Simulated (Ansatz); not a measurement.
Input for Ansatz (an electronic-structure program): U-wB97M-V/def2-TZVPPD on OHClts, 2S+1 = 3. Files ending in .json are basis or fitting sets from the Basis Set Exchange.

Ansatz 0.2 input:
```yaml
crystal:
  periodic: [false, false, false]
  atoms:
    - {symbol: Cl, position_ang: [0.01882000, -0.81730100, 0.00000000]}
    - {symbol: H, position_ang: [-0.47048800, 0.56948000, 0.00000000]}
    - {symbol: O, position_ang: [0.01882000, 1.66557900, 0.00000000]}
basis:
  gaussian:
    orbitals: def2-TZVPPD.json
hamiltonian:
  xc: {name: wB97M-V}
magnetization: {spin_polarized: true, initial_magnetization: 2}
```

It printed:

```
WARN ansatz: RAYON_NUM_THREADS=2 ignored (pool sized by the plan → 2); use --threads N
Functional definition: wB97M-V
integrals: 0.04 GiB planned
570 factors; their error is unknown
integrals: 0.07 GiB planned
136 factors; integrals over basis functions are off by at most 6.8e-5 eV
mean field: 0.49 GiB planned
mean field evaluation 1: about -14576.1128 eV, gradient 3.1e1 eV
mean field evaluation 2: about -14567.9050 eV, gradient 5.6e1 eV
mean field evaluation 4: about -14581.1331 eV, gradient 3.3e0 eV
mean field evaluation 8: about -14581.3932 eV, gradient 2.7e-1 eV
mean field evaluation 16: about -14581.4279 eV, gradient 3.1e-2 eV
mean field evaluation 32: about -14581.4280 eV, gradient 1.3e-5 eV
mean field -14581.42797832 eV, -535.8575945564 hartree, gradient 1.3e-5 eV, S^2 2.012538; 3 other end points of the search recorded, 0 dependent functions left out
reference -14581.42804846 eV, -535.8575971342 hartree; 14, 12 occupied and 94, 96 virtual orbitals, 570 factors
Total energy: -14581.42804846 eV, -535.8575971342 hartree
```

Self-consistency was reached.

Cost: roughly 9 core-seconds.
